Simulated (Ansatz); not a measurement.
# C2H8Si: the cost of one run

Method: PBE0-D4, def2-SVP first, then def2-TZVP; program: Ansatz 0.2.0, Gaussian basis.

115 further runs of the same task are left out: 1 that didn't finish, 114 set aside as unsound or not needed.

### Step 1. Where the work starts

The guess: 11 atoms, charge 0, spin multiplicity 1.

Atoms are counted from 1 here; the program's logs count them from 0.

Bond lengths: Si1–H3 1.472 Å, Si1–H4 1.517 Å, Si1–H5 1.472 Å, Si1–C6 2.029 Å, C6–C7 1.390 Å, C6–H8 1.073 Å, C6–H9 1.074 Å, C7–H10 1.076 Å, C7–H11 1.076 Å. Angles: H3–Si1–H4 95.8°, H3–Si1–H5 157.3°, H3–Si1–C6 98.6°, H4–Si1–H5 95.8°, H4–Si1–C6 99.8°, H5–Si1–C6 98.5°, Si1–C6–C7 86.0°, Si1–C6–H8 106.3°, Si1–C6–H9 106.1°, C7–C6–H8 119.0°, C7–C6–H9 119.0°, H8–C6–H9 114.2°, C6–C7–H10 120.2°, C6–C7–H11 120.2°, H10–C7–H11 116.5°.

As a file:

```xyz
11
charge 0, multiplicity 1
Si   -0.6598    0.8324   -0.5416
H     0.9108    0.5425   -1.2069
H    -1.0982   -0.0412   -1.6423
H    -2.0544    1.1805   -0.0576
H     0.0111    1.9746    0.1000
C    -0.1727   -0.6009    0.8093
C     1.0382   -0.6901    0.1329
H    -0.1968   -0.1274    1.7722
H    -0.8967   -1.3842    0.6860
H     1.9149   -0.2055    0.5261
H     1.2037   -1.4806   -0.5781
```

Distances that are to change: Si1–C6 2.03 Å, H2–C7 1.82 Å, Si1–H2 1.73 Å.

### Step 2. Constrained relaxation of the guess

Input file hold/in.yaml:

```yaml
crystal:
  periodic: [false, false, false]
  atoms:
    - {symbol: Si, position_ang: [-0.659800, 0.832400, -0.541600]}
    - {symbol: H, position_ang: [0.910800, 0.542500, -1.206900]}
    - {symbol: H, position_ang: [-1.098200, -0.041200, -1.642300]}
    - {symbol: H, position_ang: [-2.054400, 1.180500, -0.057600]}
    - {symbol: H, position_ang: [0.011100, 1.974600, 0.100000]}
    - {symbol: C, position_ang: [-0.172700, -0.600900, 0.809300]}
    - {symbol: C, position_ang: [1.038200, -0.690100, 0.132900]}
    - {symbol: H, position_ang: [-0.196800, -0.127400, 1.772200]}
    - {symbol: H, position_ang: [-0.896700, -1.384200, 0.686000]}
    - {symbol: H, position_ang: [1.914900, -0.205500, 0.526100]}
    - {symbol: H, position_ang: [1.203700, -1.480600, -0.578100]}
basis:
  gaussian: {orbitals: def2-SVP}
hamiltonian: {xc: pbe0, dispersion: d4}
relax: {f_tol: 0.04, max_steps: 150, escape_saddle: false, constraints: [{distance: [0, 5]}, {distance: [1, 6]}, {distance: [0, 1]}]}
```

Started as:

```
ansatz run in.yaml --threads 2 --pin off --events-out ev --progress --plain --max-ram 4352MiB
```

**Question.** How long does this run take on 2 threads of Arm Neoverse V1, shared host?

About 15 s.
